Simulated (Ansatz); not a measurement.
# BHO (singlet): wave-function methods side by side at distance B1–O2 = 2.356 Å, 6-31G

Aim: climb from Hartree-Fock through coupled cluster and multireference methods for BHO (singlet) at one geometry and basis, and see what each rung misses.

Program: Ansatz 0.2.0, Gaussian basis. Level of theory: 6-31G, core rule «outside noble gas», up to 2 orbitals frozen. These are calculated values, not measurements.

To be run: UHF; CCSD(T) on RHF; CCSD(T) on UHF; BCCD(T) on RHF; CISD; CCSDT(Q) on RHF; CCSDT(Q) on UHF; CISDTQ; CCSDTQ on RHF; CASSCF and MRCISD+Q, 2 electrons in 2 orbitals; CASSCF and NEVPT2, 2 electrons in 2 orbitals; Full CI.

24 further runs of the same task are left out: 8 for a known fault of the program, 12 that didn't finish, 4 set aside as unsound or not needed.

### Step 1. The system

The geometry derives from a PBE0/def2-TZVP stationary point (not a proven minimum). One bond is set to the value named and the two fragments are kept rigid.

3 atoms, charge 0, spin multiplicity 1.

Atoms are counted from 1 here; the program's logs count them from 0.

Bond lengths: O2–H3 0.952 Å.

### Step 2. UHF

in.yaml reads:

```yaml
crystal:
  periodic: [false, false, false]
  atoms:
    - {symbol: B, position_ang: [0.000000, 0.000000, 1.888078]}
    - {symbol: O, position_ang: [0.000000, 0.000000, -0.467922]}
    - {symbol: H, position_ang: [0.000000, 0.000000, -1.420157]}
basis:
  gaussian: {orbitals: 6-31G}
magnetization: {spin_polarized: true, initial_magnetization: 0}
hamiltonian: {xc: hf}
output: {orbitals: {seedname: orbitals}}
```

Run with:

```sh
$ ansatz run in.yaml --threads 1 --pin off --events-out ev --progress --plain --max-ram 2393MiB
```

The runs that follow: CCSD(T) on RHF; CCSD(T) on UHF; BCCD(T) on RHF; CISD; CCSDT(Q) on RHF; CCSDT(Q) on UHF; CISDTQ; CCSDTQ on RHF; CASSCF and MRCISD+Q, 2 electrons in 2 orbitals; CASSCF and NEVPT2, 2 electrons in 2 orbitals; Full CI.

Q: Predict the results of all the runs planned. Wanted: FCI below the RHF energy; RMP2 from FCI; RCCSD from FCI; RCCSD(T) from FCI; RCCSDT(Q) from FCI; T1 diagnostic; effectively unpaired electrons.

As calculated:

```
                         quantity          value
         FCI below the RHF energy     -5.9682 eV
                    RMP2 from FCI  +107.8 kJ/mol
                   RCCSD from FCI   +47.6 kJ/mol
                RCCSD(T) from FCI    +7.1 kJ/mol
               RCCSDT(Q) from FCI   -55.5 kJ/mol
levels within 1 kcal/mol (43 meV)        RCCSDTQ
                    T1 diagnostic          0.077
   effectively unpaired electrons           0.37
```

RCCSD(T) misses by +7.1 kJ/mol, 1.2 % of the correlation energy. RCCSDT(Q) falls below full CI, which methods that aren't variational can do. The occupations show some static correlation. These misses are within one basis, not against nature.
